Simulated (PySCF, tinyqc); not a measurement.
Orbital energy against energy difference: ionisation energy by orbital energies and by energy differences in the 6-31g* basis, for CH2, spin multiplicity 1. Computed by the program tinyqc with PySCF. The cation is unrestricted; errors are against CCSD(T) in this basis, not against experiment.

Geometry (angstrom):

| atom | x | y | z |
|---|---|---|---|
| C | 0.0000 | 0.0000 | 0.0000 |
| H | 0.0000 | 0.9280 | 0.4780 |
| H | 0.0000 | -0.9280 | 0.4780 |

CCSD(T) difference in the same basis = 9.0824 eV

IP-EOM-CCSD = 9.0869 eV

First vertical ionisation energy (eV):

| method | -e(HOMO) | E(cation) - E | error of -e(HOMO) | error of the difference |
|---|---|---|---|---|
| HF | 9.501 | 8.07468 | 0.419 | -1.008 |
| LDA | 5.049 | 9.38404 | -4.033 | 0.302 |
| PBE | 4.354 | 6.48842 | -4.729 | -2.594 |
| B3LYP | 5.544 | 9.39821 | -3.539 | 0.316 |
| PBE0 | 5.820 | 9.26004 | -3.262 | 0.178 |
| CAM-B3LYP | 7.291 | 9.39161 | -1.792 | 0.309 |
| LC-wPBE | 8.850 | 9.37645 | -0.232 | 0.294 |

What does the comparison show, and why?

Koopmans errs by +0.42 eV and Delta-HF by -1.01 eV: relaxation, 1.43 eV, lowers the value and the missing correlation difference works against it. The PBE level is off by -4.7 eV through the wrong tail of its potential, though its energy difference is off by -2.59 eV; exact exchange deepens the level, and among the orbital energies LC-wPBE comes closest; among the differences PBE0 does. The restricted reference is unstable here: a spin-polarised solution lies 0.0341 hartree lower (PySCF), so results built on it describe a poor reference.
